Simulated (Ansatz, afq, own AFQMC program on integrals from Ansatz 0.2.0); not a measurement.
## Where AFQMC and coupled cluster stand for AlN, triplet

```yaml
atoms:
  - { symbol: Al, position_ang: [0.0000, 0.0000, 0.0000] }
  - { symbol: N, position_ang: [0.0000, 0.0000, 1.7893] }
```

Basis 6-31G. Noble-gas cores (and the filled d shells of Ga–Kr and In–Xe) are frozen. Integrals, coupled cluster, full CI and functionals: Ansatz 0.2.0; the random walks run on the same integrals in our own AFQMC program. ph-AFQMC/CISD is guided by a CISD state made of CCSD amplitudes; releasing the constraint for a short imaginary time cuts its bias at the price of noise, slowly where states lie close. Free projection: walkers drawn from exp(T), propagated without any constraint. Its projection time is finite, and what remains of the start isn't in its error. Error bars are statistical, one sigma.

Determinant: UHF, the one that the program's search chose, which needn't be the lowest solution. The geometry is a PBE0/def2-TZVP stationary point of this or a neighbouring charge and spin state.

Full CI on the same integrals is exact in this basis and with this determinant's frozen core.

Cautions: lower spins were not checked; an unrestricted solution with more broken spin lies lower (246 meV, ⟨S²⟩ 2.14); strong correlation (T1 0.069, weight of the determinant 0.82, largest double 0.10); unrestricted determinant slightly spin contaminated (⟨S²⟩ 2.07 against 2.00); the released energy hasn't reached full CI (30 meV above it at 2.40 1/Eh), so no released level is given (meV from the phaseless value at times in 1/Eh: 1 ± 10 at 0.24, -14 ± 7 at 0.51, -17 ± 10 at 0.99, -19 ± 9 at 1.62, -20 ± 10 at 2.40).

The T1 diagnostic is 0.0686 and the weight of the determinant in the CISD state is 0.823. The ⟨S²⟩ of the determinant is 2.070 and the size of the correlated space is 8 electrons in 16 orbitals.

Reference: full CI, correlation energy -3.354 eV.

```json
{"level": "HF", "E − E(reference) (kcal/mol)": "77.34", "share of correlation (%)": "0.00"}
{"level": "MP2", "E − E(reference) (kcal/mol)": "22.17", "share of correlation (%)": "71.33"}
{"level": "CCSD", "E − E(reference) (kcal/mol)": "3.81", "share of correlation (%)": "95.07"}
{"level": "CCSD(T)", "E − E(reference) (kcal/mol)": "1.43", "share of correlation (%)": "98.15"}
{"level": "CCSDT", "E − E(reference) (kcal/mol)": "0.43", "share of correlation (%)": "99.44"}
{"level": "CCSDT(Q)", "E − E(reference) (kcal/mol)": "-0.07", "share of correlation (%)": "100.10"}
{"level": "CCSDTQ", "E − E(reference) (kcal/mol)": "0.02", "share of correlation (%)": "99.97"}
{"level": "ph-AFQMC/CISD", "E − E(reference) (kcal/mol)": "1.17 ± 0.18", "share of correlation (%)": "98.49"}
{"level": "free AFQMC", "E − E(reference) (kcal/mol)": "0.32 ± 0.21", "share of correlation (%)": "99.59"}
```

CCSDT and higher add their correlation energy to the determinant of the CCSD(T) run, since their own runs factorise the integrals more tightly (a shift of under 2 meV). Free projections are given only where their last times agree within the noise and don't stop above the reference; a slow remainder of the start can still hide under it. A walk keeps the symmetry of its determinant, which the program's search chose and which needn't be the lowest solution, so a lower state of the same spin and another symmetry isn't excluded.
